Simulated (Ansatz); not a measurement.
The first iterations of a band of C2H4OS (8 atoms, charge 0, multiplicity 1).

Level of theory: RKS PBE-D4/def2-SVP (Ansatz 0.2.0).

| Quantity | Value |
| --- | --- |
| movable images | 1 |
| climbing image | no |
| spring | 5.0 eV/Å² |
| optimiser | quadratic models (default) |
| start path | through a guess of the saddle point |
| force threshold | 0.05 eV/Å |
| iteration limit | 60 |
| end points | relaxed |

Initial state:

```xyz
8
Properties=species:S:1:pos:R:3
S -1.589 0.643 -0.664
C 0.005 0.397 0.151
C 0.508 -0.981 0.291
O 1.117 -0.051 -0.609
H -1.325 1.909 -1.094
H 0.240 1.149 0.928
H 1.102 -1.260 1.182
H -0.057 -1.806 -0.185
```

Final state:

```xyz
8
Properties=species:S:1:pos:R:3
S -1.828 0.407 -0.776
C -0.307 0.650 -0.116
C 0.440 -0.591 0.192
O 1.818 -0.380 0.376
H -2.263 1.713 -0.842
H 1.897 0.585 0.529
H -0.068 -0.930 1.147
H 0.311 -1.454 -0.510
```

| iteration | highest image above the first end (eV) | largest band force component (eV/Å) |
| --- | --- | --- |
| 1 | 3.505 | 8.624 |
| 2 | 3.109 | 6.112 |
| 3 | 3.016 | 4.402 |
| 4 | 2.839 | 2.520 |

Task: Does the band converge within its limit, and where does its top end?

Result: The run converged. It ended after 12 iterations with the highest image 2.040 eV above the first end. Neighbouring images differ by up to 2.0 eV, so the band resolves the path poorly. No image climbed, so the highest image needn't sit at the top of the path. So few images can step over the top or miss a turn of the path. The orbitals stay closed-shell, which can raise the energy where a bond breaks towards radicals; this wasn't checked here.

The run took 26 s on 1 thread of Intel(R) Xeon(R) Platinum 8488C (Sapphire Rapids), on a shared host, peak memory 0.15 GiB.
